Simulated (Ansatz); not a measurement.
Start from `C=C=S` and change one atom or group to get `S=C=CCl`.

Ansatz, PBE0-D4/def2-TZVP geometries, multiplicity 1. 

```json
{"property": "LUMO energy (B3LYP/def2-TZVPP) / eV", "`C=C=S`": "-2.35"}
{"property": "HOMO–LUMO gap (B3LYP/def2-TZVPP) / eV", "`C=C=S`": "4.04"}
{"property": "HOMO–LUMO gap (ωB97M-V/def2-TZVPP) / eV", "`C=C=S`": "8.70"}
{"property": "HOMO–LUMO gap (PBE/def2-TZVPP) / eV", "`C=C=S`": "2.46"}
{"property": "LUMO energy (ωB97M-V/def2-TZVPP) / eV", "`C=C=S`": "0.05"}
{"property": "HOMO energy (PBE0/def2-TZVPP) / eV", "`C=C=S`": "-6.62"}
```

Give the same properties after the change, and the shifts. (Estimate.)

The calculation gave: 
```
                               property  `S=C=CCl`  shift
    LUMO energy (B3LYP/def2-TZVPP) / eV      -3.06  -0.71
  HOMO–LUMO gap (B3LYP/def2-TZVPP) / eV       3.31  -0.73
HOMO–LUMO gap (ωB97M-V/def2-TZVPP) / eV       7.91  -0.79
    HOMO–LUMO gap (PBE/def2-TZVPP) / eV       1.70  -0.76
  LUMO energy (ωB97M-V/def2-TZVPP) / eV      -0.68  -0.73
     HOMO energy (PBE0/def2-TZVPP) / eV      -6.58   0.04
```

B3LYP here is the variant with VWN-RPA as its local correlation; programs differ in this.
